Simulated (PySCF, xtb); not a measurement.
# Relative energy of two isomers of C2H5Si+

Structure I is `C=[Si+]C`, a singlet and structure II is `C1C[SiH+]1`, a singlet. Both are isolated ions in the gas phase, relaxed with B3LYP-D3(BJ)/6-311G**.

Which of the two would you expect CCSD(T)/def2-SVP + ΔMP2/def2-TZVPP electronic energies to favour?

Structure I; the calculation gives E(II) − E(I) = +5.5 kcal/mol.

Level by level:

```csv
level,geometry,E(II) − E(I) (kcal/mol),departure from the last row (kcal/mol),"job, with rough time for the two"
GFN2-xTB,GFN2-xTB,+6.3,+0.8,"optimisation, 0.15 s"
HF/STO-3G,GFN2-xTB,−14.9,−20.4,"single point, 1.9 s"
r2SCAN-D4/def2-SVP,GFN2-xTB,+2.4,−3.1,"single point, 44 s"
B3LYP-D3(BJ)/6-311G**,B3LYP-D3(BJ)/6-311G**,+5.3,−0.2,"optimisation, 2.4 min"
HF/def2-SVP,B3LYP-D3(BJ)/6-311G**,−1.0,−6.5,part of the CCSD(T) run
MP2/def2-SVP,B3LYP-D3(BJ)/6-311G**,+1.4,−4.0,part of the CCSD(T) run
CCSD(T)/def2-SVP,B3LYP-D3(BJ)/6-311G**,+5.7,+0.3,single point
CCSD(T)/def2-SVP + ΔMP2/def2-TZVPP,B3LYP-D3(BJ)/6-311G**,+5.5,,"single point, 25 s"
```

As drawn, II has 1 C–C, 1 C–Si, 1 Si–H in place of 1 C=Si, 1 C–H. Structure I has no ring, II a 3-membered ring.

HF/STO-3G, HF/def2-SVP put the two in the other order. The largest departure from CCSD(T)/def2-SVP + ΔMP2/def2-TZVPP is that of HF/STO-3G, 20.4 kcal/mol. A small imaginary or near-zero mode remains, so no thermal terms are given. The last row adds to CCSD(T) the change of the MP2 difference between the two basis sets, here −0.3 kcal/mol.

The correlated steps freeze 7 core orbitals. Run with PySCF 2.14.0, xtb 6.7.1 (Pople sets with spherical d functions); the last row on 2 threads of Arm Neoverse V1 on a shared host.
